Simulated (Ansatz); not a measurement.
Cost and result for the atomization energy of H4NOSi, SMILES `N[SiH2][O]` radical (7 atoms, 6 bonds).

Charge 0, multiplicity 2. Geometry: relaxed with PBE0-D4/def2-TZVP. It is one conformer, not always the lowest. Program: Ansatz. Hardware: A = 2 threads of a server CPU on a shared host; B = 2 threads of an AMD EPYC 7R13 on a shared host and a share of an NVIDIA H100 80 GB. Times are those of one run each, without the atoms' runs, and a repeat can differ threefold. Electronic energies, without spin–orbit coupling; frozen cores. CCSD(T)/CBS extrapolates def2-TZVPP and def2-QZVPP, and its time is that of the two runs behind it. T1 = 0.018; ⟨S²⟩ of the reference is 0.76. B3LYP takes the VWN-RPA correlation (the form of Gaussian; ORCA's B3LYP/G).

CCSD(T)/CBS is a level of theory with its own doubt, some kJ/mol a heavy atom from the limit and from the frozen cores, so smaller differences don't rank the functionals.

```
                                level  functions  wall time  atomization (kJ/mol)  difference from CCSD(T)/CBS  per bond
           LDA (SPW92)/def2-TZVPP [A]        160      2.3 s                2573.7                        322.7      53.8
               CCSD(T)/def2-TZVPP [B]        160      2.7 s                2173.7                        -77.3     -12.9
                 CCSD(T)/def2-SVP [A]         66      4.6 s                2036.0                       -215.0     -35.8
               PBE0-D4/def2-TZVPP [A]        160        6 s                2226.9                        -24.1      -4.0
               BLYP-D4/def2-TZVPP [A]        160        6 s                2273.0                         22.0       3.7
              BHLYP-D4/def2-TZVPP [A]        160        7 s                2193.3                        -57.7      -9.6
          CAM-B3LYP-D4/def2-TZVPP [A]        160      7.5 s                2275.9                         24.9       4.1
              PBE-QIDH/def2-TZVPP [A]        160      8.5 s                2202.0                        -49.0      -8.2
B3LYP-D4/def2-TZVPP (with forces) [A]        160        9 s                2264.5                         13.5       2.3
                B2PLYP/def2-TZVPP [A]        160       13 s                2227.1                        -23.9      -4.0
               CCSD(T)/def2-QZVPP [B]        304       13 s                2220.6                        -30.4      -5.1
                    CCSD(T)/CBS(def2)          –       16 s                2251.0                          0.0       0.0
               ωB97X-V/def2-TZVPP [A]        160       17 s                2269.1                         18.1       3.0
```

The D4 term adds +15.5 kJ/mol with B3LYP and +7.9 kJ/mol with PBE0; it sums over pairs of atoms, weighted by their polarisabilities, and B3LYP, whose exchange is more repulsive, gets the larger term. At CCSD(T), def2-SVP lies −215.1 kJ/mol from the extrapolated value and def2-TZVPP −77.3 kJ/mol: correlation converges slowly with the basis, and small sets miss more of it in the bonded molecule than in its fragments. From r2SCAN to r2SCAN0 (25 % exact exchange), in def2-TZVPP and without D4, the atomization energy moves by −45.9 kJ/mol: exact exchange takes away binding that semilocal exchange gives to molecules.
